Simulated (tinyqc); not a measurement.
UKS/LDA (VWN5) in the sto-6g basis, for H2O+, spin multiplicity 2, step by step. One step of it, computed by the program tinyqc.

Question. Iteration 2: building the Kohn-Sham matrix. J_ij = sum D_kl (ij|kl) with D = D(alpha) + D(beta); F = H + J + V_xc; E = tr D H + tr D J / 2 + E_xc + E_nn.

D(alpha) after iteration 1:
```
            1O 1s      1O 2s    1O 2px     1O 2py     1O 2pz      2H 1s      3H 1s
1O 1s    1.060412  -0.268675  0.000000   0.000000  -0.015446   0.025506   0.025506
1O 2s   -0.268675   1.190733  0.000000   0.000000   0.088713  -0.107329  -0.107329
1O 2px   0.000000   0.000000  1.000000   0.000000   0.000000   0.000000   0.000000
1O 2py   0.000000   0.000000  0.000000   1.071333   0.000000  -0.089698   0.089698
1O 2pz  -0.015446   0.088713  0.000000   0.000000   1.057535  -0.079636  -0.079636
2H 1s    0.025506  -0.107329  0.000000  -0.089698  -0.079636   0.022070   0.007050
3H 1s    0.025506  -0.107329  0.000000   0.089698  -0.079636   0.007050   0.022070
```

D(beta) after iteration 1:
```
            1O 1s      1O 2s    1O 2px     1O 2py     1O 2pz      2H 1s      3H 1s
1O 1s    1.058138  -0.258610  0.000000   0.000000  -0.062074   0.027457   0.027457
1O 2s   -0.258610   1.145942  0.000000   0.000000   0.291699  -0.115357  -0.115357
1O 2px   0.000000   0.000000  1.000000   0.000000   0.000000   0.000000   0.000000
1O 2py   0.000000   0.000000  0.000000   1.066014   0.000000  -0.081862   0.081862
1O 2pz  -0.062074   0.291699  0.000000   0.000000   0.074266  -0.029359  -0.029359
2H 1s    0.027457  -0.115357  0.000000  -0.081862  -0.029359   0.017901   0.005328
3H 1s    0.027457  -0.115357  0.000000   0.081862  -0.029359   0.005328   0.017901
```

core Hamiltonian H = T + V (hartree):
```
             1O 1s      1O 2s     1O 2px     1O 2py     1O 2pz      2H 1s      3H 1s
1O 1s   -32.847229  -7.259060   0.000000   0.000000  -0.015439  -1.110554  -1.110554
1O 2s    -7.259060  -9.070266   0.000000   0.000000  -0.179983  -2.638537  -2.638537
1O 2px    0.000000   0.000000  -7.328047   0.000000   0.000000   0.000000   0.000000
1O 2py    0.000000   0.000000   0.000000  -7.412710   0.000000  -1.429380   1.429380
1O 2pz   -0.015439  -0.179983   0.000000   0.000000  -7.402764  -1.393455  -1.393455
2H 1s    -1.110554  -2.638537   0.000000  -1.429380  -1.393455  -4.388649  -1.094255
3H 1s    -1.110554  -2.638537   0.000000   1.429380  -1.393455  -1.094255  -4.388649
```

Two-electron integrals (ij|kl) in chemists' order, unique and non-zero (hartree):
```
(11|11) 4.787491    (21|11) 0.675884    (21|21) 0.121505    (22|11) 1.117379
(22|21) 0.249212    (22|22) 0.817383    (31|31) 0.025762    (32|31) 0.039145
(32|32) 0.180664    (33|11) 1.117381    (33|21) 0.249212    (33|22) 0.817382
(33|33) 0.880663    (41|41) 0.025762    (42|41) 0.039145    (42|42) 0.180664
(43|43) 0.047461    (44|11) 1.117381    (44|21) 0.249212    (44|22) 0.817382
(44|33) 0.785741    (44|44) 0.880663    (51|51) 0.025762    (52|51) 0.039145
(52|52) 0.180664    (53|53) 0.047461    (54|54) 0.047461    (55|11) 1.117381
(55|21) 0.249212    (55|22) 0.817382    (55|33) 0.785741    (55|44) 0.785741
(55|55) 0.880663    (61|11) 0.109260    (61|21) 0.018839    (61|22) 0.037838
(61|33) 0.037758    (61|41) 0.000674    (61|42) 0.001322    (61|44) 0.037885
(61|51) 0.000633    (61|52) 0.001242    (61|54) 0.000120    (61|55) 0.037870
(61|61) 0.002977    (62|11) 0.283785    (62|21) 0.064268    (62|22) 0.235706
(62|33) 0.231679    (62|41) 0.003767    (62|42) 0.028609    (62|44) 0.238096
(62|51) 0.003539    (62|52) 0.026876    (62|54) 0.006028    (62|55) 0.237342
(62|61) 0.010035    (62|62) 0.087178    (63|31) 0.006896    (63|32) 0.039619
(63|43) 0.005809    (63|53) 0.005457    (63|63) 0.011849    (64|11) 0.155736
(64|21) 0.035748    (64|22) 0.139771    (64|33) 0.133626    (64|41) 0.008693
(64|42) 0.055340    (64|44) 0.148865    (64|51) 0.001687    (64|52) 0.014769
(64|54) 0.008858    (64|55) 0.136822    (64|61) 0.005817    (64|62) 0.062821
(64|64) 0.056551    (65|11) 0.146303    (65|21) 0.033582    (65|22) 0.131305
(65|33) 0.125533    (65|41) 0.001687    (65|42) 0.014769    (65|44) 0.128934
(65|51) 0.008482    (65|52) 0.053493    (65|54) 0.009004    (65|55) 0.139448
(65|61) 0.005465    (65|62) 0.059016    (65|64) 0.041994    (65|65) 0.051299
(66|11) 0.450198    (66|21) 0.103843    (66|22) 0.437283    (66|33) 0.420626
(66|41) 0.007341    (66|42) 0.077738    (66|44) 0.447169    (66|51) 0.006896
(66|52) 0.073030    (66|54) 0.024936    (66|55) 0.444051    (66|61) 0.016345
(66|62) 0.212236    (66|64) 0.174186    (66|65) 0.163635    (66|66) 0.774999
(71|11) 0.109260    (71|21) 0.018839    (71|22) 0.037838    (71|33) 0.037758
(71|41) -0.000674   (71|42) -0.001322   (71|44) 0.037885    (71|51) 0.000633
(71|52) 0.001242    (71|54) -0.000120   (71|55) 0.037870    (71|61) 0.002939
(71|62) 0.009740    (71|64) 0.005173    (71|65) 0.005308    (71|66) 0.015729
(71|71) 0.002977    (72|11) 0.283785    (72|21) 0.064268    (72|22) 0.235706
(72|33) 0.231679    (72|41) -0.003767   (72|42) -0.028609   (72|44) 0.238096
(72|51) 0.003539    (72|52) 0.026876    (72|54) -0.006028   (72|55) 0.237342
(72|61) 0.009740    (72|62) 0.070846    (72|64) 0.035358    (72|65) 0.046753
(72|66) 0.140768    (72|71) 0.010035    (72|72) 0.087178    (73|31) 0.006896
(73|32) 0.039619    (73|43) -0.005809   (73|53) 0.005457    (73|63) 0.009332
(73|73) 0.011849    (74|11) -0.155736   (74|21) -0.035748   (74|22) -0.139771
(74|33) -0.133626   (74|41) 0.008693    (74|42) 0.055340    (74|44) -0.148865
(74|51) -0.001687   (74|52) -0.014769   (74|54) 0.008858    (74|55) -0.136822
(74|61) -0.005173   (74|62) -0.035358   (74|64) -0.008806   (74|65) -0.022858
(74|66) -0.063680   (74|71) -0.005817   (74|72) -0.062821   (74|74) 0.056551
(75|11) 0.146303    (75|21) 0.033582    (75|22) 0.131305    (75|33) 0.125533
(75|41) -0.001687   (75|42) -0.014769   (75|44) 0.128934    (75|51) 0.008482
(75|52) 0.053493    (75|54) -0.009004   (75|55) 0.139448    (75|61) 0.005308
(75|62) 0.046753    (75|64) 0.022858    (75|65) 0.039658    (75|66) 0.101346
(75|71) 0.005465    (75|72) 0.059016    (75|74) -0.041994   (75|75) 0.051299
(76|11) 0.106400    (76|21) 0.024394    (76|22) 0.098264    (76|33) 0.095740
(76|44) 0.097279    (76|51) 0.002008    (76|52) 0.018676    (76|55) 0.101771
(76|61) 0.003779    (76|62) 0.037506    (76|64) 0.023416    (76|65) 0.028542
(76|66) 0.099487    (76|71) 0.003779    (76|72) 0.037506    (76|74) -0.023416
(76|75) 0.028542    (76|76) 0.020880    (77|11) 0.450198    (77|21) 0.103843
(77|22) 0.437283    (77|33) 0.420626    (77|41) -0.007341   (77|42) -0.077738
(77|44) 0.447169    (77|51) 0.006896    (77|52) 0.073030    (77|54) -0.024936
(77|55) 0.444051    (77|61) 0.015729    (77|62) 0.140768    (77|64) 0.063680
(77|65) 0.101346    (77|66) 0.310910    (77|71) 0.016345    (77|72) 0.212236
(77|74) -0.174186   (77|75) 0.163635    (77|76) 0.099487    (77|77) 0.774999
```

nuclear repulsion = 7.64312876 hartree

V_xc(alpha) (hartree):
```
            1O 1s      1O 2s     1O 2px     1O 2py     1O 2pz      2H 1s      3H 1s
1O 1s   -2.954372  -0.382345   0.000000   0.000000  -0.001145  -0.063624  -0.063624
1O 2s   -0.382345  -0.833247   0.000000   0.000000  -0.003338  -0.205700  -0.205700
1O 2px   0.000000   0.000000  -0.837197   0.000000   0.000000   0.000000   0.000000
1O 2py   0.000000   0.000000   0.000000  -0.835480   0.000000  -0.110526   0.110526
1O 2pz  -0.001145  -0.003338   0.000000   0.000000  -0.826644  -0.102855  -0.102855
2H 1s   -0.063624  -0.205700   0.000000  -0.110526  -0.102855  -0.212892  -0.063856
3H 1s   -0.063624  -0.205700   0.000000   0.110526  -0.102855  -0.063856  -0.212892
```

V_xc(beta) (hartree):
```
            1O 1s      1O 2s     1O 2px     1O 2py     1O 2pz      2H 1s      3H 1s
1O 1s   -2.935229  -0.370315   0.000000   0.000000  -0.005517  -0.062059  -0.062059
1O 2s   -0.370315  -0.772429   0.000000   0.000000  -0.036261  -0.194092  -0.194092
1O 2px   0.000000   0.000000  -0.801956   0.000000   0.000000   0.000000   0.000000
1O 2py   0.000000   0.000000   0.000000  -0.800351   0.000000  -0.106852   0.106852
1O 2pz  -0.005517  -0.036261   0.000000   0.000000  -0.714720  -0.098544  -0.098544
2H 1s   -0.062059  -0.194092   0.000000  -0.106852  -0.098544  -0.203948  -0.059902
3H 1s   -0.062059  -0.194092   0.000000   0.106852  -0.098544  -0.059902  -0.203948
```

E_xc = sum of w rho eps_xc = -8.94511824 hartree

Give: Coulomb J; F(alpha); F(beta); total energy of this density.

Answer.

Coulomb J (hartree):
```
          1O 1s   1O 2s  1O 2px   1O 2py  1O 2pz   2H 1s    3H 1s
1O 1s   17.5667  3.1157  0.0000   0.0000  0.0185  0.4873   0.4873
1O 2s    3.1157  8.0036  0.0000   0.0000  0.0806  2.2350   2.2350
1O 2px   0.0000  0.0000  8.0356   0.0000  0.0000  0.0000   0.0000
1O 2py   0.0000  0.0000  0.0000   8.0332  0.0000  1.3011  -1.3011
1O 2pz   0.0185  0.0806  0.0000   0.0000  7.9419  1.2285   1.2285
2H 1s    0.4873  2.2350  0.0000   1.3011  1.2285  3.9728   0.9051
3H 1s    0.4873  2.2350  0.0000  -1.3011  1.2285  0.9051   3.9728
```

F(alpha) (hartree):
```
           1O 1s    1O 2s   1O 2px   1O 2py   1O 2pz    2H 1s    3H 1s
1O 1s   -18.2349  -4.5257   0.0000   0.0000   0.0019  -0.6869  -0.6869
1O 2s    -4.5257  -1.8999   0.0000   0.0000  -0.1028  -0.6092  -0.6092
1O 2px    0.0000   0.0000  -0.1296   0.0000   0.0000   0.0000   0.0000
1O 2py    0.0000   0.0000   0.0000  -0.2150   0.0000  -0.2388   0.2388
1O 2pz    0.0019  -0.1028   0.0000   0.0000  -0.2875  -0.2679  -0.2679
2H 1s    -0.6869  -0.6092   0.0000  -0.2388  -0.2679  -0.6288  -0.2530
3H 1s    -0.6869  -0.6092   0.0000   0.2388  -0.2679  -0.2530  -0.6288
```

F(beta) (hartree):
```
           1O 1s    1O 2s   1O 2px   1O 2py   1O 2pz    2H 1s    3H 1s
1O 1s   -18.2158  -4.5137   0.0000   0.0000  -0.0024  -0.6853  -0.6853
1O 2s    -4.5137  -1.8391   0.0000   0.0000  -0.1357  -0.5976  -0.5976
1O 2px    0.0000   0.0000  -0.0944   0.0000   0.0000   0.0000   0.0000
1O 2py    0.0000   0.0000   0.0000  -0.1799   0.0000  -0.2352   0.2352
1O 2pz   -0.0024  -0.1357   0.0000   0.0000  -0.1756  -0.2635  -0.2635
2H 1s    -0.6853  -0.5976   0.0000  -0.2352  -0.2635  -0.6198  -0.2490
3H 1s    -0.6853  -0.5976   0.0000   0.2352  -0.2635  -0.2490  -0.6198
```

total energy of this density = -74.144758 hartree
